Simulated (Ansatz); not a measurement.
# C3H4: one species, many methods

The task here is to estimate one member of a computed series from the others.

Method: functionals in def2-TZVPP, the program's frozen cores in correlated methods; program: Ansatz 0.2.0, Gaussian basis.

Levels to be run: LDA (SPW92), PBE-D4, revPBE-D4, BLYP-D4, r2SCAN-D4, B97M-V, PBE0-D4, B3LYP-D4, r2SCANh-D4, r2SCAN0-D4, HSE06-D4, BHLYP-D4, CAM-B3LYP-D4, LC-ωPBE, ωB97X-V, ωB97M-V, B2PLYP, PBE-QIDH; CCSD(T)/def2-SVP; CCSD(T)/def2-TZVPP; MP2/def2-QZVPP; extrapolation to the limit; RPA on PBE.

1 further run of the same task is left out (it didn't finish).

## Structure used throughout

All runs share one geometry, relaxed beforehand with PBE0-D4 in a triple-zeta def2 set.

7 atoms, charge 0, spin multiplicity 1.

Atoms are counted from 1 here; the program's logs count them from 0.

Bond lengths: C1–C2 1.287 Å, C1–C3 1.498 Å, C1–H4 1.076 Å, C2–C3 1.498 Å, C2–H5 1.076 Å, C3–H6 1.091 Å, C3–H7 1.091 Å. Angles: C2–C1–C3 64.6°, C2–C1–H4 149.8°, C3–C1–H4 145.6°, C1–C2–C3 64.6°, C1–C2–H5 149.8°, C3–C2–H5 145.6°, C1–C3–C2 50.9°, C1–C3–H6 119.6°, C1–C3–H7 119.6°, C2–C3–H6 119.6°, C2–C3–H7 119.6°, H6–C3–H7 113.6°.

Set-up of the first run:

in.yaml

```yaml
crystal:
  periodic: [false, false, false]
  atoms:
    - {symbol: C, position_ang: [-0.743404, -0.258001, -0.383048]}
    - {symbol: C, position_ang: [0.223607, 0.549093, -0.647398]}
    - {symbol: C, position_ang: [0.350067, -0.206998, 0.639851]}
    - {symbol: H, position_ang: [-1.686474, -0.700493, -0.654018]}
    - {symbol: H, position_ang: [0.678838, 1.273567, -1.300467]}
    - {symbol: H, position_ang: [0.179644, 0.307208, 1.586304]}
    - {symbol: H, position_ang: [1.059020, -1.032376, 0.713074]}
basis:
  gaussian: {orbitals: def2-TZVPP}
hamiltonian: {xc: lda}
output: {orbitals: {seedname: orbitals}}
```

Launch:

```
ansatz run in.yaml --threads 2 --pin off --events-out ev --progress --plain --max-ram 4352MiB
```

Steps of the session up to this table: LDA; PBE-D4 (GGA); revPBE-D4 (GGA); BLYP-D4 (GGA); r2SCAN-D4 (meta-GGA); B97M-V (meta-GGA); B3LYP-D4 (hybrid); r2SCANh-D4 (hybrid); r2SCAN0-D4 (hybrid); HSE06-D4 (hybrid); BHLYP-D4 (hybrid); CAM-B3LYP-D4 (range-separated); LC-ωPBE (range-separated); ωB97X-V (range-separated); ωB97M-V (range-separated); B2PLYP (double hybrid); PBE-QIDH (double hybrid).

One of the session's tables, all rows but one given; the rest of the session is left out.

It belongs to the step «Frontier levels by functional». 

| functional | HOMO (eV) | gap (eV) |
| --- | --- | --- |
| LDA (SPW92) | -6.20 | 4.98 |
| PBE-D4 | -6.09 | 5.11 |
| revPBE-D4 | ? | ? |
| BLYP-D4 | -5.95 | 5.10 |
| r2SCAN-D4 | -6.25 | 5.56 |
| B97M-V | -6.26 | 5.66 |
| PBE0-D4 | -7.23 | 7.35 |
| B3LYP-D4 | -7.03 | 6.88 |
| r2SCANh-D4 | -6.69 | 6.39 |
| r2SCAN0-D4 | -7.35 | 7.63 |
| HSE06-D4 | -6.83 | 6.55 |
| BHLYP-D4 | -8.24 | 9.48 |
| CAM-B3LYP-D4 | -8.59 | 9.86 |
| LC-ωPBE | -9.99 | 12.51 |
| ωB97X-V | -9.59 | 12.02 |
| ωB97M-V | -9.49 | 11.76 |

Q: Estimate the row for revPBE-D4 from the others.

**Answer.** HOMO (eV): -6.04; gap (eV): 5.16. In the column «HOMO (eV)» it lies between PBE-D4 (-6.09) and BLYP-D4 (-5.95).
